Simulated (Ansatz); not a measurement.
An input meant for the cluster LiAl2 (charge 0, quartet; atoms displaced at random, 0.08 Å in each coordinate).

```yaml
crystal:
  periodic: [true, true, true]
  atoms:
    - {symbol: Al, position_ang: [1.333089, 0.283030, 0.648689]}
    - {symbol: Al, position_ang: [-0.295213, 0.491150, -1.394737]}
    - {symbol: Li, position_ang: [-1.019930, -1.154660, 0.782917]}
basis:
  gaussian: {orbitals: cc-pVDZ, final_grid: {core_spheres: 20, valence_spheres: 16, degree: 47}}
magnetization: {spin_polarized: true, initial_magnetization: 3}
hamiltonian: {xc: {name: PBE}, dispersion: d3bjatm}
output: {forces: true}
```

```sh
$ ansatz run in.yaml --threads 4 --pin off --events-out ev --progress --plain --max-ram 3916MiB
```

Shortened log:

```
Error: YAML parse error: error: line 2 column 3: crystal: missing field `lattice` (a structure is typed as `lattice` and `atoms`, a molecule's as `atoms` in Å alone, or read from a run's directory, `checkpoint`)
 --> <input>:2:3
1 | crystal:
2 |   periodic: [true, true, true]
3 |   atoms:
4 |     - {symbol: Al, position_ang: [1.333089, 0.283030, 0.648689]}
```

(1) Something in this input is off. What?

Answers

(1) The species is marked periodic without a cell. The input was rejected before any iteration.
